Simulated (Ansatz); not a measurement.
## Ansatz (development build ahead of 0.2.0) run

```yaml
crystal:
  periodic: [false, false, false]
  atoms:
    - { symbol: O, position_ang: [-0.40234, -0.92069, 0.97161] }
    - { symbol: O, position_ang: [2.11315, -1.46854, 2.27921] }
basis:
  gaussian: { orbitals: STO-3G }
total_charge: 2
hamiltonian:
  xc: hf
correlation:
  method: fci
  frozen_orbitals: { O: 1 }
```

The input is written out in the form of the current development build from the run's settings.

The run gave:

```yaml
Converged: yes
Reference_energy: -145.99605 hartree
Correlation_energy: -0.70955 hartree
Total_energy: -146.70560 hartree
State: lowest singlet root, of any spatial symmetry
```

Caution: other spin multiplicities were not run.
